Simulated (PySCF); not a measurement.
Molecule: SMILES n1cc(F)[nH]n1, C2H2FN3.

Bonds (- single, = double, # triple, : aromatic): F1-C2, C2:C3, C3:N4, N4:N5, N5:N6, N6:C2. C3 carries H7; N6 carries H8.

Frames of a GFN2-xTB Langevin trajectory at 300 K; GIAO PBE0/pcSseg-1 shieldings in PySCF 2.14, gas phase, non-relativistic; equivalent atoms averaged within each frame.

δ = σ(ref) − σ, references computed at the same level: 19F (σ = 170.95 ppm) vs CFCl3; 13C (σ = 186.93 ppm) and 1H (σ = 31.72 ppm) vs TMS; 15N (σ = 267.73 ppm) against NH3. The references are static minima.

**Question.** How do the shifts (ppm) fluctuate along the trajectory?

**Answer.** 
```
         time (fs)      F1     C2     C3     N4     N5     N6     H8    H7
optimised geometry  -165.5  167.2  116.1  393.7  380.5  237.6  10.79  7.35
               250  -175.1  164.0  110.0  398.8  398.8  245.1  10.89  6.38
               425  -170.5  160.6  122.6  412.7  403.0  223.4  10.27  6.84
               625  -159.7  168.5  117.9  394.5  376.9  241.1  11.48  7.58
               800  -164.5  164.4  117.5  409.0  413.3  247.6  11.22  7.28
              1000  -174.3  161.4  115.7  385.5  376.5  227.3  10.87  6.87
    mean of frames  -168.8  163.8  116.7  400.1  393.7  236.9  10.95  6.99
standard deviation     6.6    3.1    4.5   11.0   16.4   10.9   0.45  0.46
```

5 frames give an uncertainty of the mean of about the standard deviation over 2.2 at best, since frames this close in time may not be independent; classical motion lacks zero-point vibration, and the reference would need the same averaging.
